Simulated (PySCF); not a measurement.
SiCl⁺ at ωB97M-V

Level: ωB97M-V. Si def2-TZVPPD, Cl def2-TZVPPD; no relativity (PySCF 2.14).

| Property | Result |
| --- | --- |
| state | ¹Σ⁺ (singlet), closed shell |
| bond length | 1.954 Å |
| harmonic wavenumber | 679 cm⁻¹ |
| force constant | 4.22 mdyn/Å |
| rotational constant Be | 0.2842 cm⁻¹ |
| anharmonicity ωexe | 2.13 cm⁻¹ |
| vibration–rotation constant αe | 0.00139 cm⁻¹ |
| well depth De to Si⁺ + Cl | 5.35 eV |
| dissociation energy D0 | 5.31 eV |
| HOMO–LUMO gap | 10.90 eV |
| bond order (Mayer) | 1.60 |
| dipole moment (positive dipole points towards Cl; it is taken about the centre of mass and depends on that origin) | -3.45 D |

For an ion De counts to the pair picked by the measured ionisation energies or electron affinities, which need not be the lowest pair at this level.
